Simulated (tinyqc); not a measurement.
Inside a calculation. Method: UHF in the sto-3g basis, for NH, spin multiplicity 3. One step of it, computed by the program tinyqc.

Question. Iteration 2: diagonalisation and new density. Diagonalise F' = X^T F X, C = X C', fill 5 alpha and 3 beta electrons from the bottom; D(s) = C_occ C_occ^T. Each column has its largest component positive (the first on a tie).

F(alpha) (hartree):
```
,1N 1s,1N 2s,1N 2px,1N 2py,1N 2pz,2H 1s
1N 1s,-14.849451,-3.817134,-0.004620,-0.010987,-0.001491,-0.663329
1N 2s,-3.817134,-1.778825,-0.025690,-0.061628,-0.092357,-0.665039
1N 2px,-0.004620,-0.025690,-0.162983,-0.032103,-0.015575,-0.010995
1N 2py,-0.010987,-0.061628,-0.032103,-0.200445,0.004555,-0.011114
1N 2pz,-0.001491,-0.092357,-0.015575,0.004555,-0.281489,-0.448370
2H 1s,-0.663329,-0.665039,-0.010995,-0.011114,-0.448370,-0.435636
```

F(beta) (hartree):
```
,1N 1s,1N 2s,1N 2px,1N 2py,1N 2pz,2H 1s
1N 1s,-14.806770,-3.762173,-0.010129,-0.020073,-0.005952,-0.646949
1N 2s,-3.762173,-1.447205,0.041728,0.102370,-0.201149,-0.516631
1N 2px,-0.010129,0.041728,0.112604,0.249380,0.125770,0.045683
1N 2py,-0.020073,0.102370,0.249380,0.404289,-0.049406,0.015469
1N 2pz,-0.005952,-0.201149,0.125770,-0.049406,0.449264,-0.196168
2H 1s,-0.646949,-0.516631,0.045683,0.015469,-0.196168,-0.195717
```

X:
```
,1N 1s,1N 2s,1N 2px,1N 2py,1N 2pz,2H 1s
1N 1s,1.022595,-0.130128,0.000000,0.000000,-0.007747,0.021781
1N 2s,-0.130128,1.102598,0.000000,0.000000,0.075317,-0.254510
1N 2px,0.000000,0.000000,1.000000,0.000000,0.000000,0.000000
1N 2py,0.000000,0.000000,0.000000,1.000000,0.000000,0.000000
1N 2pz,-0.007747,0.075317,0.000000,0.000000,1.070033,-0.237492
2H 1s,0.021781,-0.254510,0.000000,0.000000,-0.237492,1.148411
```

Give: F' = X^T F X; orbital energies; coefficients C; F' = X^T F X; orbital energies; coefficients C; D(alpha) after iteration 2; D(beta) after iteration 2.

Answer.

F' = X^T F X (alpha) (hartree):
```
,1,2,3,4,5,6
1,-14.568,-1.998,-0.002,-0.003,-0.019,-0.069
2,-1.998,-1.017,-0.026,-0.063,0.044,-0.367
3,-0.002,-0.026,-0.163,-0.032,-0.016,-0.002
4,-0.003,-0.063,-0.032,-0.200,0.003,0.002
5,-0.019,0.044,-0.016,0.003,-0.119,-0.425
6,-0.069,-0.367,-0.002,0.002,-0.425,-0.081
```

orbital energies (alpha) (hartree): MO1 -14.858, MO2 -0.915, MO3 -0.424, MO4 -0.212, MO5 -0.143, MO6 0.402

coefficients C (alpha):
```
,MO1,MO2,MO3,MO4,MO5,MO6
1N 1s,0.994,-0.232,0.117,0.030,-0.010,0.086
1N 2s,0.027,0.850,-0.540,-0.118,0.045,-0.521
1N 2px,0.000,0.038,-0.008,0.523,0.851,0.025
1N 2py,0.001,0.075,-0.133,0.839,-0.522,0.024
1N 2pz,0.002,0.166,0.653,0.093,-0.034,-0.862
2H 1s,-0.006,0.267,0.493,0.000,-0.038,1.060
```

F' = X^T F X (beta) (hartree):
```
,1,2,3,4,5,6
1,-14.533,-1.984,-0.016,-0.033,-0.008,-0.074
2,-1.984,-0.719,0.045,0.108,-0.099,-0.278
3,-0.016,0.045,0.113,0.249,0.127,0.012
4,-0.033,0.108,0.249,0.404,-0.049,0.003
5,-0.008,-0.099,0.127,-0.049,0.582,-0.305
6,-0.074,-0.278,0.012,0.003,-0.305,0.061
```

orbital energies (beta) (hartree): MO1 -14.813, MO2 -0.605, MO3 -0.076, MO4 0.098, MO5 0.561, MO6 0.743

coefficients C (beta):
```
,MO1,MO2,MO3,MO4,MO5,MO6
1N 1s,0.995,-0.233,-0.058,0.122,-0.034,-0.021
1N 2s,0.023,0.875,0.275,-0.637,0.129,0.200
1N 2px,0.001,-0.073,0.772,0.384,0.469,0.177
1N 2py,0.001,-0.071,-0.474,-0.124,0.869,0.007
1N 2pz,0.003,0.164,-0.213,0.091,-0.098,1.057
2H 1s,-0.006,0.231,-0.278,0.915,0.003,-0.687
```

D(alpha) after iteration 2:
```
,1N 1s,1N 2s,1N 2px,1N 2py,1N 2pz,2H 1s
1N 1s,1.056,-0.238,-0.002,-0.002,0.043,-0.009
1N 2s,-0.238,1.032,0.013,0.013,-0.224,-0.042
1N 2px,-0.002,0.013,0.999,-0.001,0.021,-0.026
1N 2py,-0.002,0.013,-0.001,0.999,0.021,-0.026
1N 2pz,0.043,-0.224,0.021,0.021,0.464,0.368
2H 1s,-0.009,-0.042,-0.026,-0.026,0.368,0.316
```

D(beta) after iteration 2:
```
,1N 1s,1N 2s,1N 2px,1N 2py,1N 2pz,2H 1s
1N 1s,1.047,-0.197,-0.027,0.045,-0.023,-0.043
1N 2s,-0.197,0.841,0.149,-0.193,0.085,0.126
1N 2px,-0.027,0.149,0.601,-0.361,-0.176,-0.231
1N 2py,0.045,-0.193,-0.361,0.230,0.089,0.116
1N 2pz,-0.023,0.085,-0.176,0.089,0.072,0.097
2H 1s,-0.043,0.126,-0.231,0.116,0.097,0.131
```
